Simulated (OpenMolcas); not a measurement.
# [NH2]− (SMILES [NH2-]), step by step

We compute a single-point energy (UHF/3-21G), then the energy (CASSCF(2,2)/3-21G), then the energy (CASPT2(2,2)/3-21G), then the energy (SC-NEVPT2(2,2)/3-21G), then a single-point energy (MRCI(2,2)/3-21G) of [NH2]−. 

Program for the calculation: OpenMolcas 26.06.

## Step 1: The molecule

The species is [NH2]− (3 atoms), meant as a singlet with charge -1. SMILES: `[NH2-]`. The N1–H3 distance was set to 2.569 Å, away from the relaxed value. At this shape a bond of the SMILES string is far longer than usual.

Bond lengths: N1–H2 1.027 Å.

## Step 2: A single-point energy at UHF/3-21G (run 1)

Contents of struct.xyz:

```xyz
3

N      1.557037     0.389794     0.908792
H      1.340337     1.393994     0.896092
H     -0.467700    -0.598200    -0.324700
```

Contents of step1.input:

```
&GATEWAY
  BasLib=$CurrDir
  Coord=struct.xyz
  Basis=3-21G
  Group=NoSym

&SEWARD

&SCF
  UHF
  Charge=-1
  Scramble=0.25
  PrOrbitals=1 1
```

The basis set 3-21G is read from a file made from the Basis Set Exchange's data (not shown).

Started as:

```sh
$ export MOLCAS_MEM=1860
$ pymolcas step1.input > step1.log
```

What it wrote:

```text
--- Start Module: gateway ---
[...]
--- Stop Module: gateway /rc=_RC_ALL_IS_WELL_ ---
--- Start Module: seward ---
[...]
      Basis functions           13
--- Stop Module: seward /rc=_RC_ALL_IS_WELL_ ---
--- Start Module: scf ---
[...]
       Convergence after  34 Iterations
[...]
::    Total SCF energy                                -55.0333078921
[...]
      Total spin, S                                     0.6222458139
[...]
      Total electronic charge=   10.000000
      Total            charge=   -1.000000
[...]
      Dipole Moment (debye):
      Origin of the operator (angstrom)=    1.4160    0.3908    0.8304
                   X=  2.1339E+00               Y=  2.4475E+00               Z=  1.4512E+00           Total=  3.5566E+00
      Center of Charge (angstrom)
[...]
--- Stop Module: scf /rc=_RC_ALL_IS_WELL_ ---
[...]
```

Wall time 2.2 s (1 thread of Arm Neoverse V1, shared host); peak memory 0.37 GiB.

## Step 3: A single-point energy at CASSCF(2,2)/3-21G (run 2)

struct.xyz is that of step 2.

Contents of step2.inp:

```
&GATEWAY
 BasLib=$CurrDir
 Coord=struct.xyz
 Basis=3-21G
 Group=NoSym

&SEWARD

&RASSCF
 FileOrb=$CurrDir/step1.UnaOrb
 Spin=1
 Nactel=2 0 0
 Inactive=4
 Ras2=2
 OrbListing=Nothing
```

The basis set 3-21G is read from a file made from the Basis Set Exchange's data (not shown).

Started as:

```sh
$ export MOLCAS_MEM=1860
$ pymolcas step2.inp > step2.log
```

What it wrote:

```text
--- Start Module: gateway ---
[...]
--- Stop Module: gateway /rc=_RC_ALL_IS_WELL_ ---
--- Start Module: seward ---
[...]
      Basis functions           13
--- Stop Module: seward /rc=_RC_ALL_IS_WELL_ ---
--- Start Module: rasscf ---
[...]
      Number of active orbitals                  2
[...]
      Spin quantum number                      0.0
[...]
      Active orbitals                            2
[...]
      Number of CSFs                             3
[...]
      Number of root(s) required                 1
[...]
      Convergence after 14 iterations
[...]
      printout of CI-coefficients larger than  0.05 for root  1
      energy=     -55.025045
      conf/sym  11     Coeff  Weight
             1  20  -0.70754 0.50062
             3  02   0.70667 0.49938
      Natural orbitals and occupation numbers for root  1
      sym 1:   1.001237   0.998763
      ************************************************************************************************************************
      *                                                    Final results                                                     *
[...]
::    RASSCF root number  1 Total energy:    -55.02504470
[...]
      Total electronic charge=   10.000000
      Total            charge=   -1.000000
[...]
      Dipole Moment (debye):
      Origin of the operator (angstrom)=    1.4160    0.3908    0.8304
                   X= -8.9952E-03               Y=  1.1052E+00               Z=  1.1368E-01           Total=  1.1111E+00
      Center of Charge (angstrom)
[...]
--- Stop Module: rasscf /rc=_RC_ALL_IS_WELL_ ---
[...]
```

It took 1.8 s on 1 thread of Arm Neoverse V1, shared host; peak memory 0.37 GiB.

## Step 4: The energy at CASPT2(2,2)/3-21G (run 3)

struct.xyz is that of step 3.

Contents of step3.input:

```
* H2N CASPT2
&GATEWAY
BasLib=$CurrDir
Coord=struct.xyz
Basis=3-21G
Group=NoSym
&SEWARD
&RASSCF
FileOrb=$CurrDir/step2.RasOrb
Spin=1
Nactel=2 0 0
Inactive=4
Ras2=2
OrbListing=Nothing
&CASPT2
Imaginary=0.1
Frozen=1
```

The basis set 3-21G is read from a file made from the Basis Set Exchange's data (not shown).

Started as:

```sh
$ export MOLCAS_MEM=1860
$ pymolcas step3.input > step3.log
```

What it wrote:

```text
--- Start Module: gateway ---
[...]
--- Stop Module: gateway /rc=_RC_ALL_IS_WELL_ ---
[...]
      Basis functions           13
[...]
--- Start Module: rasscf ---
[...]
      Number of active orbitals                  2
[...]
      Spin quantum number                      0.0
[...]
      Active orbitals                            2
[...]
      Number of CSFs                             3
[...]
      Number of root(s) required                 1
[...]
      Convergence after  4 iterations
[...]
      printout of CI-coefficients larger than  0.05 for root  1
      energy=     -55.025045
      conf/sym  11     Coeff  Weight
             1  20  -0.70760 0.50069
             3  02   0.70662 0.49931
      Natural orbitals and occupation numbers for root  1
      sym 1:   1.001385   0.998615
      ************************************************************************************************************************
      *                                                    Final results                                                     *
[...]
::    RASSCF root number  1 Total energy:    -55.02504472
[...]
      Total electronic charge=   10.000000
      Total            charge=   -1.000000
[...]
      Dipole Moment (debye):
      Origin of the operator (angstrom)=    1.4160    0.3908    0.8304
                   X= -9.0056E-03               Y=  1.1053E+00               Z=  1.1367E-01           Total=  1.1112E+00
      Center of Charge (angstrom)
[...]
--- Stop Module: rasscf /rc=_RC_ALL_IS_WELL_ ---
--- Start Module: caspt2 ---
[...]
      E2 (Variational):          -0.0795750908
      Total energy:             -55.1046198108
[...]
      Reference weight:           0.97431
[...]
::    CASPT2 Root  1     Total energy:    -55.10461981
[...]
--- Stop Module: caspt2 /rc=_RC_ALL_IS_WELL_ ---
[...]
```

Run time: 1.7 s. Hardware: 1 thread of Arm Neoverse V1, shared host; peak memory 0.37 GiB.

## Step 5: A single-point energy at SC-NEVPT2(2,2)/3-21G (run 4)

struct.xyz is that of step 4.

Contents of step4.input:

```
&GATEWAY
  BasLib=$CurrDir
  Coord=struct.xyz
  Basis=3-21G
  Group=NoSym

&SEWARD

&RASSCF
  FileOrb=$CurrDir/step2.RasOrb
  Spin=1
  Nactel=2 0 0
  Inactive=4
  Ras2=2
  OrbListing=Nothing

&CASPT2
  SC-NEVPT2
  Frozen=1
```

The basis set 3-21G is read from a file made from the Basis Set Exchange's data (not shown).

Started as:

```sh
$ export MOLCAS_MEM=1860
$ pymolcas step4.input > step4.log
```

What it wrote:

```text
--- Start Module: gateway ---
[...]
--- Stop Module: gateway /rc=_RC_ALL_IS_WELL_ ---
[...]
      Basis functions           13
[...]
--- Start Module: rasscf ---
[...]
      Number of active orbitals                  2
[...]
      Spin quantum number                      0.0
[...]
      Active orbitals                            2
[...]
      Number of CSFs                             3
[...]
      Number of root(s) required                 1
[...]
      Convergence after  4 iterations
[...]
      printout of CI-coefficients larger than  0.05 for root  1
      energy=     -55.025045
      conf/sym  11     Coeff  Weight
             1  20  -0.70760 0.50069
             3  02   0.70662 0.49931
      Natural orbitals and occupation numbers for root  1
      sym 1:   1.001385   0.998615
      ************************************************************************************************************************
      *                                                    Final results                                                     *
[...]
::    RASSCF root number  1 Total energy:    -55.02504472
[...]
      Total electronic charge=   10.000000
      Total            charge=   -1.000000
[...]
      Dipole Moment (debye):
      Origin of the operator (angstrom)=    1.4160    0.3908    0.8304
                   X= -9.0056E-03               Y=  1.1053E+00               Z=  1.1367E-01           Total=  1.1112E+00
      Center of Charge (angstrom)
[...]
--- Stop Module: rasscf /rc=_RC_ALL_IS_WELL_ ---
--- Start Module: caspt2 ---
[...]
      E2 (Variational):          -0.0780312210
[...]
      E2 (Variational):          -0.0780311656
      Total energy:             -55.1030758856
[...]
      Reference weight:           0.97529
[...]
::    SC-NEVPT2 Root  1     Total energy:    -55.10307589
[...]
--- Stop Module: caspt2 /rc=_RC_ALL_IS_WELL_ ---
[...]
```

It took 1.7 s on 1 thread of Arm Neoverse V1, shared host; peak memory 0.37 GiB.

## Step 6: The energy at MRCI(2,2)/3-21G (run 5)

struct.xyz is that of step 5.

Contents of step5.inp:

```
&GATEWAY
 BasLib=$CurrDir
 Coord=struct.xyz
 Basis=3-21G
 Group=NoSym

&SEWARD

&RASSCF
 FileOrb=$CurrDir/step2.RasOrb
 Spin=1
 Nactel=2 0 0
 Inactive=4
 Ras2=2
 OrbListing=Nothing

&MOTRA
 LumOrb
 Frozen=1

&GUGA
 Electrons=8
 Spin=1
 Inactive=3
 Active=2
 CIAll=1

&MRCI
 SDCI
```

The basis set 3-21G is read from a file made from the Basis Set Exchange's data (not shown).

Started as:

```sh
$ export MOLCAS_MEM=1860
$ pymolcas step5.inp > step5.log
```

What it wrote:

```text
--- Start Module: gateway ---
[...]
--- Stop Module: gateway /rc=_RC_ALL_IS_WELL_ ---
[...]
      Basis functions           13
[...]
      Number of active orbitals                  2
[...]
      Spin quantum number                      0.0
[...]
      Active orbitals                            2
[...]
      Number of CSFs                             3
[...]
      Number of root(s) required                 1
[...]
      Convergence after  4 iterations
[...]
      printout of CI-coefficients larger than  0.05 for root  1
      energy=     -55.025045
      conf/sym  11     Coeff  Weight
             1  20  -0.70760 0.50069
             3  02   0.70662 0.49931
      Natural orbitals and occupation numbers for root  1
      sym 1:   1.001385   0.998615
      ************************************************************************************************************************
      *                                                    Final results                                                     *
[...]
::    RASSCF root number  1 Total energy:    -55.02504472
[...]
      Dipole Moment (debye):
      Origin of the operator (angstrom)=    1.4160    0.3908    0.8304
                   X= -9.0056E-03               Y=  1.1053E+00               Z=  1.1367E-01           Total=  1.1112E+00
      Center of Charge (angstrom)
[...]
--- Start Module: guga ---
[...]
--- Stop Module: guga /rc=_RC_ALL_IS_WELL_ ---
[...]
       (But an ACPF correction will be computed)
       USE THE DEFAULT ACPF G-VALUE GFAC=  0.25000000000000000
[...]
                      CI ENERGY:   -55.11254704
[...]
                ACPF CORRECTION:    -0.00311826
[...]
      Total electronic charge=   10.000000
      Total            charge=   -1.000000
[...]
     ACPF CORRECTION:     -0.00311826
[...]
  CI State   1     Total energy:    -55.11254704     QDav:     -0.00420766     QACPF:     -0.00311826
[...]
```

It took 1.8 s on 1 thread of Arm Neoverse V1, shared host; peak memory 0.37 GiB.

## Step 7: Results

```
                                                               quantity         value
                                         run 1, UHF/3-21G: total energy  -55.03331 Eh
                                          run 1, UHF/3-21G: HOMO energy       1.33 eV
                                          run 1, UHF/3-21G: LUMO energy       9.57 eV
run 1, UHF/3-21G: HOMO–LUMO gap (to an unbound level, set by the basis)       8.24 eV
                                                 run 1, UHF/3-21G: ⟨S²⟩         1.009
                                 run 2, CASSCF(2,2)/3-21G: total energy  -55.02504 Eh
                                 run 3, CASPT2(2,2)/3-21G: total energy  -55.10462 Eh
                              run 4, SC-NEVPT2(2,2)/3-21G: total energy  -55.10308 Eh
                                   run 5, MRCI(2,2)/3-21G: total energy  -55.11255 Eh
```

**Reading.** ⟨S²⟩ (run 1, UHF/3-21G) is 1.01 where a pure singlet has 0.00: the reference is spin-contaminated. Mulliken charges (run 1, UHF/3-21G) run from -0.74 on N1 to +0.07 on H2. The HOMO (run 1, UHF/3-21G) lies at positive energy, 1.33 eV: the electron is unbound at this level or held by a compact basis; values depend on the basis. Mulliken charges (run 3, CASPT2(2,2)/3-21G) of the CASSCF density run from -0.92 on N1 to +0.01 on H2. Mulliken charges (run 4, SC-NEVPT2(2,2)/3-21G) of the CASSCF density run from -0.92 on N1 to +0.01 on H2; they depend strongly on the basis. Mulliken charges (run 5, MRCI(2,2)/3-21G) of the CASSCF density run from -0.92 on N1 to +0.01 on H2; they depend strongly on the basis.
